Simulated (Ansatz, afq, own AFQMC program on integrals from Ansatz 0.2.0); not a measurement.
Integrals from Ansatz 0.2.0, then the random walk in our own AFQMC program (afq).

```yaml
crystal:
  periodic: [false, false, false]
  atoms:
    - {symbol: O, position_ang: [0.000000, -0.146273, 0.105616]}
    - {symbol: H, position_ang: [0.000000, 1.884393, -2.543655]}
    - {symbol: H, position_ang: [0.000000, 0.437455, 0.867166]}
basis:
  gaussian: {orbitals: 6-31G}
magnetization: {spin_polarized: false}
correlation: {method: ccsd_t, electrons: outside_noble_gas, hamiltonian_folder: ham}
```

```sh
$ ansatz run in.yaml --threads 1 --pin off --events-out ev --progress --plain --max-ram 1382MiB
```

Options of the walk:

```
--method free --trial cisd --walkers 100 --time-step 0.05 --max-blocks 60 --target-error 0.00136 --factor-cut 1e-05 --seed 5194 --times 0,0.5,1,2 --taylor-order 2
```

Times are imaginary, in 1/Eh. The walk had a cap of 90 s.

```
orbitals 12  electrons 4 4  factors 55 of 140
reference energy -75.62181252 Eh
CCSD correlation -0.32603258 Eh in 15 cycles, weight of the determinant in the CISD state 0.5371
repeat  energy at the last time / Eh  error
    10  -75.960160  0.003134
    20  -75.960915  0.002234
    30  -75.959031  0.001887
    40  -75.960448  0.002031
    50  -75.960706  0.001690
    60  -75.960894  0.001506
time / (1/Eh)  energy / Eh  error  mean overlap
  0.00  -75.945816  0.001410  1.8421
  0.50  -75.958726  0.001380  2.0192
  1.00  -75.960002  0.001268  2.2422
  2.00  -75.960894  0.001506  2.7241
energy -75.960894 +/- 0.001506 Eh
```

The run passed its tests (error under three times the target), which doesn't prove that it has relaxed.

Against this walk (error 41.0 meV) on the same determinant: CCSD(T) 246.6 meV lower, CCSDT(Q) 14.8 meV higher (within the noise), CCSDTQ 25.4 meV higher (within the noise), full CI 23.4 meV higher (within the noise). The error is statistical, and a free projection of finite length keeps a remainder of its start.

A setting was made bad on purpose (series of the exponential too short), so the walk's energy isn't to be trusted.

Cautions: remainder of the start not in the error; error above the target (41.0 against 37.0 meV); restricted determinant unstable towards unrestricted (UHF 6.52 eV lower, ⟨S²⟩ 1.00); strong correlation (T1 0.046, weight of the determinant 0.54, largest double 0.89); (T) is large, 7 % of the CCSD correlation; CCSD(T) is in doubt: in a space of 8 electrons in 8 natural orbitals full CI lies 162 meV above it; the CCSDT(Q) amplitudes may be one of several solutions (largest double 0.94); the CCSDTQ amplitudes may be one of several solutions (largest double 0.94); the next higher spin lies close (full CI puts it 8 meV above); the time-step error isn't removed.

CCSDT and higher add their correlation energy to the determinant of the CCSD(T) run, since their own runs factorise the integrals more tightly (a shift of under 2 meV). A walk keeps the symmetry of its determinant, which the program's search chose and which needn't be the lowest solution, so a lower state of the same spin and another symmetry isn't excluded.
